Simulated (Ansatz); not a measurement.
System: rhombohedral A7 Sb. Method: revPBE in Ansatz (plane waves, PAW).

Numerical settings: plane-wave cutoff 520 eV, 16×16×16 k mesh, Fermi–Dirac smearing 0.05 eV, scalar-relativistic PAW data made under PBE.

Response to compression and expansion:

Shape and atoms are relaxed at each volume.

```
V (Å³/atom)  P (GPa)   c (Å)  a (Å)
-----------  -------  ------  -----
31.600          1.13  11.468  4.369
32.258          0.51  11.638  4.382
32.916          0.00  11.824  4.392
33.575         -0.42  12.016  4.400
34.233         -0.71  12.241  4.402
```

Note: for a layered or molecular solid the relaxed cell lies over 5 % above the published volume, where the minimum can be shallow; the cell comes from a level without a dispersion term, which matters for the spacing of layers, chains or molecules; the bulk modulus comes from volumes at which shape and atoms were relaxed.

Ansatz is a quantum-chemistry and plane-wave program.
